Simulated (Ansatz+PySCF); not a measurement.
Results of a calculation; reference values are marked as such.
Input for PySCF 2.14.0:

```python
from pyscf import gto, scf, mp

# the (T+d) and (D+d) sets load through basis_set_exchange
mol = gto.M(atom="""
C -1.199700 0.021310 0.021800
H -1.675150 0.974600 0.205020
H -1.726920 -0.910350 -0.129600
S 0.547320 -0.078740 -0.079360
H 0.861350 1.240140 -0.171120
H 0.912460 -0.168450 1.238690
""", basis={'C': 'cc-pvtz', 'H': 'cc-pvtz', 'S': 'cc-pv(t+d)z'}, charge=1, spin=1)
mf = scf.UHF(mol)
mf.kernel()
pt = mp.MP2(mf, frozen=6).run()
print(mf.e_tot, pt.e_corr, pt.e_tot)
```

The script is written out from the run's settings.

Results

```json
{
 "Converged": "yes",
 "Reference energy": "-437.42678 hartree",
 "Correlation energy": "-0.31836 hartree",
 "Total energy": "-437.74514 hartree",
 "Spin squared of the determinant": "0.766"
}
```
